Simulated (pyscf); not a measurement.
F–SiH₂–F (SMILES F[SiH2]F) + HF (SMILES F) → F–SiH₂–F (SMILES F[SiH2]F) + HF (SMILES F) (four-centre exchange; singlet surface; H–Si, F–H broken, H–Si, F–H formed). PySCF, gas phase, ωB97X-D3(BJ)/def2-SVP geometries. Correlated levels are frozen-core, on RHF or UHF. ΔMP2 is the change of the MP2 total energy from the triple- to the quadruple-zeta basis. Energies in kcal/mol from the separated reactants.

```tsv
level	barrier	reaction energy
PBE/def2-TZVP	58.9	0.0
r²SCAN/def2-TZVP	(withheld)	0.0
PBE0-D3(BJ)/def2-TZVP	67.8	0.0
HF/def2-TZVP	100.2	0.0
MP2/def2-QZVPP	75.6	0.0
CCSD(T)/def2-TZVPP	77.3	0.0
CCSD(T)/def2-TZVPP + ΔMP2(QZVPP)	(withheld)	0.0
```

**Question.** Complete the blanks.

**Answer.** 
- r²SCAN/def2-TZVP, barrier: 66.1
- CCSD(T)/def2-TZVPP + ΔMP2(QZVPP), barrier: 76.9

Of the functionals in the table, PBE0-D3(BJ) is closest to CCSD(T)/def2-TZVPP + ΔMP2(QZVPP) in the barrier (9.1 kcal/mol apart) and PBE least close (18.0 kcal/mol); that level has limits of its own. The same reactants have a lower exit, to F–SiH(F)–F + H₂ (barrier +28.7 kcal/mol at ωB97M-D3(BJ), against +72.4 kcal/mol here). This is the saddle that the search found; another between the same sides may lie lower. The CCSD(T) − MP2 part came from Ansatz, without density fitting, on the same reference.
